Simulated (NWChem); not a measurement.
**One shape, several levels: CH4S2 (SMILES CSS)**

We compute a comparison of 6 runs (HF/def2-SVP, HF/pcseg-2, M06-2X/def2-TZVP, PBE0/def2-SVP, B3LYP/6-31G*, MP2/6-31+G*) of CH4S2. 

The results are computed with NWChem 7.3.0.

## Step 1: The structure to begin with

CH4S2 has 7 atoms, charge 0, and is taken as a singlet. SMILES: `CSS`. The shape is that of a PBE0-D4/def2-TZVP optimisation. This is one conformer, not always the lowest.

Bond lengths: C1–S2 1.802 Å, S2–S3 2.037 Å, C1–H4 1.090 Å, C1–H5 1.089 Å, C1–H6 1.093 Å, S3–H7 1.349 Å. Angles: C1–S2–S3 103.0°, S2–C1–H4 111.1°, S2–C1–H5 110.8°, S2–C1–H6 106.0°, S2–S3–H7 99.3°, H4–C1–H5 110.4°, H4–C1–H6 109.2°, H5–C1–H6 109.3°.

## Step 2: Energy and forces at HF/def2-SVP (run 1)

The input, struct.nw:

```
start struct
memory 2200 mb
geometry units angstrom noautosym nocenter noautoz
  C     -0.757700     0.531000    -0.254500
  S      0.410700     0.313400     1.100600
  S      1.938900    -0.712100     0.227800
  H     -1.170500    -0.425600    -0.574100
  H     -0.285300     1.039300    -1.094100
  H     -1.562500     1.156200     0.139800
  H      1.487600    -1.970200     0.408600
end
basis spherical bse
  * library def2-SVP
end
scf
  thresh 1e-08
  maxiter 80
end
task scf gradient
```

Command:

```bash
nwchem struct.nw > struct.out
```

Output:

```text
[...]
  functions       =    70
[...]
  wavefunction    = RHF
[...]
         Total SCF energy =   -834.969446845841
      One-electron energy =  -1451.443189983208
      Two-electron energy =    466.328119831241
 Nuclear repulsion energy =    150.145623306126
        Time for solution =      3.3s
[...]
                         RHF ENERGY GRADIENTS
    atom               coordinates                        gradient
                 x          y          z           x          y          z
   1 C      -1.431845   1.003444  -0.480935    0.003571  -0.001077   0.003460
   2 S       0.776110   0.592240   2.079832    0.006529  -0.006458  -0.009878
   3 S       3.663990  -1.345674   0.430480   -0.007399   0.012363   0.004950
   4 H      -2.211924  -0.804267  -1.084892   -0.000315  -0.001298   0.000308
   5 H      -0.539139   1.963992  -2.067549    0.000984   0.000779  -0.000587
   6 H      -2.952697   2.184901   0.264184   -0.001117   0.001149   0.000887
   7 H       2.811156  -3.723138   0.772142   -0.002253  -0.005459   0.000861
[...]
```

It took 4.8 s on 1 thread of Intel Xeon 6975P-C (Granite Rapids), shared host; peak memory 0.1 GiB.

## Step 3: Energy and forces at HF/pcseg-2 (run 2)

The input, run.py:

```python
from ase import Atoms
from ase.calculators.nwchem import NWChem

mol = Atoms(['C', 'S', 'S', 'H', 'H', 'H', 'H'], positions=[
    [-0.757700, 0.531000, -0.254500],
    [0.410700, 0.313400, 1.100600],
    [1.938900, -0.712100, 0.227800],
    [-1.170500, -0.425600, -0.574100],
    [-0.285300, 1.039300, -1.094100],
    [-1.562500, 1.156200, 0.139800],
    [1.487600, -1.970200, 0.408600],
])

calc = NWChem(
    label='geom',
    theory='scf',
    memory='2200 mb',
    basis='pcseg-2',
    basispar='spherical bse',
    scf={'nopen': '0', 'rhf': None, 'thresh': '1e-08', 'maxiter': '80', 'print': 'low'},
)
mol.calc = calc

forces = mol.get_forces()
e = mol.get_potential_energy()
print(f"E = {e:.6f} eV")
print("forces (eV/A):")
for s, f in zip(mol.symbols, forces):
    print(f"{s:2s} {f[0]:10.5f} {f[1]:10.5f} {f[2]:10.5f}")
```

Command:

```bash
export ASE_NWCHEM_COMMAND="nwchem PREFIX.nwi > PREFIX.nwo"
python run.py
```

Output:

```text
E = -22729.550355 eV
forces (eV/A):
C    -0.31650    0.08721   -0.28622
S    -0.10202    0.12202    0.15195
S    -0.02180   -0.62288   -0.00638
H     0.15092    0.34890    0.08767
H    -0.17972   -0.19690    0.28591
H     0.27495   -0.22502   -0.14918
H     0.19422    0.48666   -0.08382
```

The calculator wrote geom.nwi:

```
title "geom"

permanent_dir geom

scratch_dir geom

start geom

geometry units angstrom nocenter noautosym noautoz
  C  -7.5770000000000004e-01 5.3100000000000003e-01 -2.5450000000000000e-01
  S  4.1070000000000001e-01 3.1340000000000001e-01 1.1006000000000000e+00
  S  1.9389000000000001e+00 -7.1209999999999996e-01 2.2780000000000000e-01
  H  -1.1705000000000001e+00 -4.2559999999999998e-01 -5.7410000000000005e-01
  H  -2.8530000000000000e-01 1.0392999999999999e+00 -1.0941000000000001e+00
  H  -1.5625000000000000e+00 1.1561999999999999e+00 1.3980000000000001e-01
  H  1.4876000000000000e+00 -1.9702000000000000e+00 4.0860000000000002e-01
end

memory 2200 mb

basis spherical bse noprint
   * library pcseg-2
end

scf
  nopen 0
  rhf
  thresh 1e-08
  maxiter 80
  print low
end

task scf gradient
```

geom.nwo:

```text
Northwest Computational Chemistry Package (NWChem) 7.3.0
             --------------------------------------------------------

           Job information
           ---------------

    nwchem branch   = 7.3.0
    use scalapack   = T
    input           = geom.nwi
    prefix          = geom.
    data base       = geom/geom.db
    status          = startup
    nproc           =        1

           Memory information
           ------------------

    heap     =     72089594 doubles =      550.0 Mbytes
    stack    =     72089599 doubles =      550.0 Mbytes
    global   =    144179200 doubles =     1100.0 Mbytes (distinct from heap & stack)
    total    =    288358393 doubles =     2200.0 Mbytes
    verify   = yes
    hardfail = no

[... 39 lines left out ...]
            Nuclear Dipole moment (a.u.)
[... 70 lines left out ...]
       Final RHF  results
[... 2 lines left out ...]
         Total SCF energy =   -835.295575714636
      One-electron energy =  -1452.286027478573
      Two-electron energy =    466.844828457811
 Nuclear repulsion energy =    150.145623306126
[... 1 line left out ...]
        Time for solution =     49.8s

                              NWChem Gradients Module
                              -----------------------

                         RHF ENERGY GRADIENTS

    atom               coordinates                        gradient
                 x          y          z           x          y          z
   1 C      -1.431845   1.003444  -0.480935    0.006155  -0.001696   0.005566
   2 S       0.776110   0.592240   2.079832    0.001984  -0.002373  -0.002955
   3 S       3.663990  -1.345674   0.430480    0.000424   0.012113   0.000124
   4 H      -2.211924  -0.804267  -1.084892   -0.002935  -0.006785  -0.001705
   5 H      -0.539139   1.963992  -2.067549    0.003495   0.003829  -0.005560
   6 H      -2.952697   2.184901   0.264184   -0.005347   0.004376   0.002901
   7 H       2.811156  -3.723138   0.772142   -0.003777  -0.009464   0.001630

 Task  times  cpu:       61.4s     wall:       61.4s
 Total times  cpu:       61.4s     wall:       61.4s
```

Wall time 62 s (1 thread of Intel Xeon 6975P-C (Granite Rapids), shared host); peak memory 0.12 GiB.

Runs 3 to 5 aren't shown in full; the table further down has their settings and results.

## Step 4: Energy and forces at MP2/6-31+G(d) (spherical functions) (run 6)

The input, a.nw:

```
start a
title "CH4S2 mp2"
memory stack 880 mb heap 220 mb global 1100 mb
charge 0

geometry noautosym nocenter noautoz
C    -0.757700    0.531000   -0.254500
S     0.410700    0.313400    1.100600
S     1.938900   -0.712100    0.227800
H    -1.170500   -0.425600   -0.574100
H    -0.285300    1.039300   -1.094100
H    -1.562500    1.156200    0.139800
H     1.487600   -1.970200    0.408600
end

basis spherical bse
* library 6-31+G*
end

scf
thresh 1e-08
maxiter 80
print medium
end

mp2
freeze core 11
tight
end

task mp2 gradient
```

Command:

```bash
nwchem a.nw > a.out
```

Output:

```text
[...]
  functions       =    70
[...]
  wavefunction    = RHF
[...]
         Total SCF energy =   -835.209034555702
      One-electron energy =  -1451.693257021976
      Two-electron energy =    466.338599160147
 Nuclear repulsion energy =    150.145623306126
        Time for solution =      7.2s
[...]
          Total MP2 energy          -835.580065153700
[...]
                         mp2 ENERGY GRADIENTS
    atom               coordinates                        gradient
                 x          y          z           x          y          z
   1 C      -1.431845   1.003444  -0.480935    0.000215   0.000267   0.000296
   2 S       0.776110   0.592240   2.079832    0.004347  -0.005888  -0.009060
   3 S       3.663990  -1.345674   0.430480   -0.005556   0.006722   0.004143
   4 H      -2.211924  -0.804267  -1.084892    0.001179   0.000830   0.001537
   5 H      -0.539139   1.963992  -2.067549    0.000034  -0.000469   0.001918
   6 H      -2.952697   2.184901   0.264184    0.001136  -0.000508   0.000368
   7 H       2.811156  -3.723138   0.772142   -0.001356  -0.000953   0.000799
[...]
```

Wall time 20 s (1 thread of Intel Xeon 6975P-C (Granite Rapids), shared host); peak memory 0.16 GiB.

## Step 5: Overview of the runs

| run | level | iteration cap | module | energy (Eh) | largest force (eV/Å) | wall time |
| --- | --- | --- | --- | --- | --- | --- |
| 1 | HF/def2-SVP | 80 | scf | -834.969447 | 0.783 | 4.8 s |
| 2 | HF/pcseg-2 | 80 | scf | -835.295576 | 0.623 | 62 s |
| 3 | M06-2X/def2-TZVP | 100 | dft | -836.878529 | 0.198 | 36 s |
| 4 | PBE0/def2-SVP | 100 | dft | -836.283346 | 0.516 | 14 s |
| 5 | B3LYP/6-31G* (Cartesian functions) | 100 | dft | -836.888607 | 1.005 | 18 s |
| 6 | MP2/6-31+G* (spherical functions) | 80 | mp2 | -835.580065 | 0.599 | 20 s |

## Step 6: Results

```
                                                      quantity          value
                                           run 6: total energy  -835.58007 Eh
run 6: dipole moment (of the density that the program reports)         2.03 D
                    run 6: HOMO energy (Hartree–Fock orbitals)       -9.88 eV
                    run 6: LUMO energy (Hartree–Fock orbitals)        1.97 eV
                  run 6: HOMO–LUMO gap (Hartree–Fock orbitals)       11.85 eV
           run 6: correlation energy (11 core orbitals frozen)     -371.0 mEh
                               run 6: largest force on an atom     0.599 eV/Å
```

In words: Over runs 1, 5, 6 the dipole moment (its size) runs from 1.97 D (HF/def2-SVP) to 2.03 D (MP2/6-31+G*). The two ends differ in method and basis. Totals of different functionals can't be ranked against each other. All runs together took 2.6 min, the longest 62 s.
